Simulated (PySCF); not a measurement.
# One shape, several levels: singlet SiH2F+

Aim: a comparison of 6 runs (SVWN5/STO-6G, r2SCAN/STO-6G, BCCD(T)/STO-6G, CCSDT(Q)/STO-6G, CISD/STO-6G, FCI/STO-6G) of singlet SiH2F+. 

The calculation is run with PySCF 2.14.0.

10 further runs of the same task are left out: 10 set aside as unsound or not needed.

## (1) The molecule

The species is SiH2F+ (4 atoms), meant as a singlet with charge +1. As SMILES of the parent species, `F[SiH2]`. The shape is that of a GFN2-xTB optimisation. That shape belongs to the parent species and isn't relaxed for this state.

Bond lengths: F1–Si2 1.621 Å, Si2–H3 1.448 Å, Si2–H4 1.448 Å. Angles: F1–Si2–H3 104.7°, F1–Si2–H4 104.7°, H3–Si2–H4 120.2°.

## (2) The energy at SVWN5/STO-6G (run 1)

job.py

```python
from pyscf import gto, dft

molecule = gto.M(
    atom=[
    ('F', (1.205590, 0.647540, -0.425510)),
    ('Si', (-0.122150, -0.264920, -0.246870)),
    ('H', (-1.219930, 0.678520, -0.261640)),
    ('H', (0.136490, -1.061140, 0.934020)),
],
    basis='sto-6g',
    max_memory=1860,
    charge=1,
    verbose=3,
)

ks = dft.RKS(molecule)
ks.xc = 'svwn'
ks.conv_tol = 1e-10
ks.grids.level = 5
ks.kernel()
if not ks.converged:
    ks = ks.newton().run(ks.mo_coeff, ks.mo_occ)

e_final = ks.e_tot
print('E = %.10f Eh' % e_final)
```

Launch:

```console
$ OMP_NUM_THREADS=1 python job.py
```

What it wrote:

```text
converged SCF energy = -386.801901380077
E = -386.8019013801 Eh
```

Run time: 3.6 s. Hardware: 1 thread of Arm Neoverse N1, shared host; peak memory 0.14 GiB.

## (3) The energy at r2SCAN/STO-6G (run 2)

calc.py

```python
from pyscf import gto, dft

mol = gto.M(
    atom=[
    ('F', (1.205590, 0.647540, -0.425510)),
    ('Si', (-0.122150, -0.264920, -0.246870)),
    ('H', (-1.219930, 0.678520, -0.261640)),
    ('H', (0.136490, -1.061140, 0.934020)),
],
    verbose=4,
    max_memory=1860,
    spin=0,
    basis='sto-6g',
    charge=1,
)

myscf = dft.RKS(mol)
myscf.xc = 'r2scan'
myscf.grids.level = 5
myscf.conv_tol = 1e-10
myscf.kernel()
if not myscf.converged:
    myscf = myscf.newton().run(myscf.mo_coeff, myscf.mo_occ)

etot = myscf.e_tot
print('Final energy', etot)
```

Launch:

```console
$ OMP_NUM_THREADS=1 python calc.py
```

What it wrote:

```text
PySCF version 2.14.0

[... 75 lines left out ...]
converged SCF energy = -388.635352591497
Final energy -388.63535259149745
```

Run time: 5.7 s. Hardware: 1 thread of Arm Neoverse N1, shared host; peak memory 0.19 GiB.

Run 3 isn't shown in full; the table further down has it.

## (4) The energy at CCSDT(Q)/STO-6G (run 4)

calc.py

```python
from pyscf import gto, cc

mol = gto.M(
    atom='''
F        1.205590       0.647540      -0.425510
Si      -0.122150      -0.264920      -0.246870
H       -1.219930       0.678520      -0.261640
H        0.136490      -1.061140       0.934020
''',
    verbose=4,
    basis='sto-6g',
    spin=0,
    max_memory=1860,
    charge=1,
)

myscf = mol.RHF()
myscf.conv_tol = 1e-10
myscf.kernel()
if not myscf.converged:
    myscf = myscf.newton().run(myscf.mo_coeff, myscf.mo_occ)

mycc = cc.CCSDT(myscf, frozen=6)
mycc.kernel()
e_bracket, e_q = mycc.ccsdt_q()
e_final = mycc.e_tot + e_q
print(f'total energy: {e_final:.8f} hartree')
```

Launch:

```console
$ OMP_NUM_THREADS=1 python calc.py
```

What it wrote:

```text
PySCF version 2.14.0

[... 60 lines left out ...]
converged SCF energy = -387.74552548759
[... 16 lines left out ...]
WARN: A large `blksize` is being used, which may cause large memory consumption
[... 3 lines left out ...]
WARN: A large `blksize_oovv` is being used, which may cause large memory consumption
[... 3 lines left out ...]
WARN: A large `blksize_oooo` is being used, which may cause large memory consumption
[... 13 lines left out ...]
Init t2, MP2 energy = -387.816524253485  E_corr(MP2) -0.070998765895
[... 21 lines left out ...]
RCCSDT converged
[... 5 lines left out ...]
total energy: -387.84946781 hartree
```

Run time: 2.3 s. Hardware: 1 thread of Arm Neoverse N1, shared host; peak memory 0.12 GiB.

Run 5 isn't shown in full; the table further down has it.

## (5) The energy at FCI/STO-6G (run 6)

run.py

```python
from pyscf import gto, scf, mcscf

molecule = gto.M(
    atom='''
F      2.278235     1.223673    -0.804097
Si    -0.230830    -0.500626    -0.466517
H     -2.305334     1.282217    -0.494428
H      0.257929    -2.005264     1.765042
''',
    max_memory=1860,
    unit='bohr',
    verbose=3,
    charge=1,
    basis='sto-6g',
)

mf = scf.RHF(molecule)
mf.conv_tol = 1e-10
mf.kernel()
if not mf.converged:
    mf = mf.newton().run(mf.mo_coeff, mf.mo_occ)

cas = mcscf.CASCI(mf, mf.mo_coeff.shape[-1] - 6, (molecule.nelec[0] - 6, molecule.nelec[1] - 6))  # full CI above the frozen core
cas.fix_spin_(ss=0.0)
cas.kernel()
energy = cas.e_tot
print('E(%s) = %.9f' % ('FCI', energy))
```

Launch:

```console
$ OMP_NUM_THREADS=1 python run.py
```

What it wrote:

```text
converged SCF energy = -387.745525495712
CASCI E = -387.848777961678  E(CI) = -43.4525969256724  S^2 = 0.0000000
E(FCI) = -387.848777962
```

It took 2.3 s on 1 thread of Arm Neoverse N1, shared host; peak memory 0.12 GiB.

## (6) All runs side by side

```csv
run,level,integration grid,frozen core orbitals,energy (Eh),HOMO energy (eV),LUMO energy (eV),HOMO–LUMO gap (eV),wall time
1,SVWN5/STO-6G,5,–,-386.801901,-13.14,-10.50,2.64,3.6 s
2,r2SCAN/STO-6G,5,–,-388.635353,-13.64,-10.47,3.17,5.7 s
3,BCCD(T)/STO-6G,–,6,-387.846868,–,–,–,1.9 s
4,CCSDT(Q)/STO-6G,–,6,-387.849468,-19.47,-5.55,13.91,2.3 s
5,CISD/STO-6G,–,6,-387.837714,-19.47,-5.55,13.91,1.2 s
6,FCI/STO-6G,–,6,-387.848778,-19.47,-5.55,13.91,2.3 s
```

## (7) Results

| quantity | value |
| --- | --- |
| run 6: total energy | -387.84878 Eh |
| run 6: HOMO energy (Hartree–Fock orbitals) | -19.47 eV |
| run 6: LUMO energy (Hartree–Fock orbitals) | -5.55 eV |
| run 6: HOMO–LUMO gap (Hartree–Fock orbitals) | 13.91 eV |
| run 6: correlation energy (6 core orbitals frozen) | -103.3 mEh |

What this shows: Against full CI in this basis: BCCD(T) +1.9 mEh; CCSDT(Q) -0.7 mEh; CISD +11.1 mEh. Totals of different functionals can't be ranked against each other. In runs 1, 2, 3, 4, 5, 6 the basis is minimal, so the values are rough. All runs together took 17 s, the longest 5.7 s.
